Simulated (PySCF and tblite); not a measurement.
# Conformer ensemble of E-2,4-pentadienenitrile, C₅H₅N, numbered as in [CH2:1]=[CH:2]/[CH:3]=[CH:4]/[C:5]#[N:6]

The ensemble was built from 90 distance-geometry starts (ETKDG and KDG, MMFF94s, GFN2-xTB) and rests on PBE0-D3(BJ)/def2-SVP geometries. Energies: B3LYP-D3(BJ)/def2-TZVP, with GFN2-xTB thermal terms (modes under about 100 cm⁻¹ blended into free rotors). Symmetry numbers and mirror images are counted. Conformers within 3 kcal/mol (GFN2-xTB free energy) were kept, 8 at most. GIAO shieldings: WP04/pcSseg-2. Couplings: B3LYP/pcJ-1 (gas phase; spin-dipole term only for pairs with B, N, F, Si or P). TDDFT excitations: wB97X-D/def2-SVPD. Couplings are for ¹³C, ¹H, ¹⁵N. Shifts are against TMS (¹H), TMS (¹³C), NH3 (¹⁵N) at the same level; of two unlike H on one atom, a is the less shielded. Codes: tblite and PySCF.

Torsions listed: C1–C2–C3–C4. Of a mirror pair one member is shown.

| conformer | shape | symmetry | E(GFN2) kcal/mol | E(DFT) kcal/mol | G(298.15 K) kcal/mol | weight % | dipole D |
| --- | --- | --- | --- | --- | --- | --- | --- |
| 1 | 180° | Cs | 0.00 | 0.00 | 0.00 | 99.1 | 4.77 |
| 2 | 25° | C1 (pair) | 2.14 | 3.50 | 2.79 | 0.9 | 4.71 |

Weights (%) against temperature:

```
 T (K)      1    2  S(mix) cal/mol/K
   150  100.0  0.0              0.00
   200   99.9  0.1              0.01
   250   99.7  0.3              0.04
298.15   99.1  0.9              0.12
   400   96.4  3.6              0.36
```

Averaged shifts at 298.15 K. ¹H: 6.86 (H3, 1H), 6.37 (H2, 1H), 5.59 (H1a, 1H), 5.51 (H1b, 1H), 5.18 (H4, 1H) ppm. ¹³C: 161.4 (C3), 145.4 (C2), 135.8 (C1), 122.0 (C5), 108.6 (C4) ppm. ¹⁵N: 313.3 (N6) ppm.

Averaged couplings (Hz): ¹J(C1,C2) 76.1, ⁵J(C1,N6) -1.4, ¹J(C1,H1a) 167.7, ¹J(C1,H1b) 173.0, ²J(C1,H2) 0.2, ³J(C1,H3) 6.0, ⁴J(C1,H4) -1.8, ¹J(C2,C3) 60.1, ⁴J(C2,N6) 0.8, ²J(H1a,C2) -2.3, ²J(H1b,C2) -0.7, ¹J(C2,H2) 163.7, ²J(C2,H3) 3.8, ³J(C2,H4) 8.9, ¹J(C3,C4) 80.1, ³J(C3,N6) -2.1, ³J(H1a,C3) 10.2, ³J(H1b,C3) 15.2, ²J(H2,C3) 4.7, ¹J(C3,H3) 165.6, ²J(C3,H4) -3.8, ¹J(C4,C5) 95.1, ²J(C4,N6) 4.6, ⁴J(H1a,C4) -1.9, ⁴J(H1b,C4) -0.6, ³J(H2,C4) 6.0, ²J(H3,C4) -1.2, ¹J(C4,H4) 177.6, ¹J(C5,N6) -20.0, ⁵J(H1a,C5) 1.3, ⁵J(H1b,C5) 1.8, ⁴J(H2,C5) -1.0, ³J(H3,C5) 8.8, ²J(H4,C5) 2.1, ⁴J(H3,N6) 0.5, ³J(H4,N6) -1.8, ²J(H1a,H1b) 1.0, ³J(H1a,H2) 18.2, ⁴J(H1a,H3) -1.1, ⁵J(H1a,H4) 1.1, ³J(H1b,H2) 11.4, ⁴J(H1b,H3) -1.2, ⁵J(H1b,H4) 1.2, ³J(H2,H3) 12.2, ⁴J(H2,H4) -0.9.

Coordinates of conformer 1 (Å):

```xyz
11

C    -2.229   -0.073   -0.019
C    -1.000    0.430   -0.207
C     0.172   -0.045    0.497
C     1.411    0.459    0.310
C     2.554   -0.020    1.008
N     3.495   -0.402    1.570
H    -2.406   -0.887    0.692
H    -3.093    0.308   -0.567
H    -0.849    1.245   -0.925
H     0.032   -0.859    1.217
H     1.582    1.272   -0.404
```

Coordinates of conformer 2 (Å):

```xyz
11

C    -1.778    0.336   -0.668
C    -1.251   -0.163    0.458
C     0.173   -0.274    0.752
C     1.141    0.498    0.216
C     2.520    0.322    0.520
N     3.649    0.193    0.757
H    -1.153    0.683   -1.496
H    -2.860    0.393   -0.807
H    -1.925   -0.552    1.229
H     0.467   -1.038    1.480
H     0.898    1.312   -0.474
```

Thermal terms of a conformer that GFN2-xTB lacks, or places elsewhere, come from the nearest GFN2-xTB minimum; such a conformer stays in the set even outside the window. Unscaled ¹⁵N shifts at such levels can be off by tens of ppm; differences between conformers or isomers are more reliable. Shifts are unscaled: against experiment ¹³C can be off by 15 ppm or more and ¹H by 0.8 ppm.

Search and properties took 2.4 min on 1 thread of Arm Neoverse V1 (shared host) (rough), launched as `OMP_NUM_THREADS=1 python ens_run.py task.json out`.


¹⁵N shifts are against a computed isolated NH3 molecule, about 20 ppm from the liquid.